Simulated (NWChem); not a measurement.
# SiH$_{4}$; SMILES [SiH4]

```xyz
5

Si     0.0000     0.0000     0.0000
H     -0.8618     0.8618     0.8618
H      0.8618    -0.8618     0.8618
H      0.8618     0.8618    -0.8618
H     -0.8618    -0.8618    -0.8618
```
Atoms are numbered in this order, from 1.

Structure relaxed at the PBE0/def2-SVP level.

List the 4 lowest vertical singlet excitations from PBE0/def2-SVPD, TDA (NWChem).


| state | energy (eV) | oscillator strength | leading excitation (squared amplitude) |
|---|---|---|---|
| S1 | 9.17 | 0.130 | HOMO → LUMO (0.98) |
| S2 | 9.17 | 0.130 | HOMO−1 → LUMO (0.98) |
| S3 | 9.17 | 0.130 | HOMO−2 → LUMO (0.98) |
| S4 | 9.19 | 0.000 | HOMO−1 → LUMO+2 (0.50) |
